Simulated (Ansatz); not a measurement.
Solid iodine was calculated with LDA+SOC (Ansatz, an electronic-structure program, PAW).

Run with plane-wave cutoff 520 eV, 8×8×4 k mesh (along the axes of the cell as run), Fermi–Dirac smearing 0.01 eV, PAW data made under PBE.

Cell (measured lattice):

```yaml
crystal:
  lattice:
    - [3.62895, 2.39140, 0.00000]
    - [-3.62895, 2.39140, 0.00000]
    - [0.00000, 0.00000, 9.82380]
  atoms:
    - { symbol: I, position: [0.84515, 0.84515, 0.88250] }
    - { symbol: I, position: [0.65485, 0.65485, 0.38250] }
    - { symbol: I, position: [0.34515, 0.34515, 0.61750] }
    - { symbol: I, position: [0.15485, 0.15485, 0.11750] }
```

Q: Estimate the band gap, smallest direct gap on the k points sampled and direct gap at Γ that the calculation returns.

A: 
- band gap = 0.77 eV (indirect)
- smallest direct gap on the k points sampled = 1.03 eV
- direct gap at Γ = 1.06 eV

Note: cell and atoms aren't relaxed at this level (largest force component 0.39 eV/Å, pressure -1.5 GPa).

Computed values are for the static lattice.

Cost on a shared machine: roughly 10 core-minutes.
